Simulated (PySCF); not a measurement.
Gas-phase reaction: B + NH2 = HBNH

Energies from PySCF (xtb for GFN2), thermal terms from the rigid-rotor harmonic-oscillator model, ideal gas at 1 bar. † marks an energy on the PBE0/def2-TZVP geometry and frequencies; other levels use their own. MP2 freezes the core. 6-31G* has spherical d functions here. Open shells (unrestricted): B (multiplicity 2, electronic degeneracy 6), NH2 (multiplicity 2); the rest are closed-shell singlets. GFN2 has no spin-polarisation term. Spin-orbit splitting is ignored; it lowers the true energy and changes the entropy of B. B3LYP is the form with VWN-RPA correlation. HBNH: computed as isolated molecules; such fragments, hydroxides, amides, oligomers or adducts are transient or little studied in the gas. MP2 isn't extrapolated to the basis-set limit; its ΔH°(298 K) is -747.1 kJ in def2-SVP and -735.9 kJ in def2-TZVPP. The harmonic model lacks anharmonicity and excited electronic states, which grow with temperature; levels with a mode under 35 cm⁻¹ are left out.

| level | ΔE electronic, kJ | ΔH°(298 K), kJ | ΔS°(298 K), J/K | ΔG°(2500 K), kJ |
|---|---|---|---|---|
| B3LYP/6-31G* | -722 | -711 | -139 | -369 |
| B3LYP/def2-TZVP† | -720 | -710 | -138 | -369 |
| GFN2-xTB | -1078 | -1067 | -136 | -733 |
| HF/6-31G* | -556 | -545 | -141 | -193 |
| MP2/def2-SVP† | -758 | -747 | -138 | -406 |
| ωB97M-V/def2-TZVP† | -732 | -721 | -138 | -381 |
| ωB97X-V/def2-TZVP† | -717 | -707 | -138 | -366 |
ΔH° is lowest at GFN2-xTB and highest at HF/6-31G*. No reference value is set beside these.
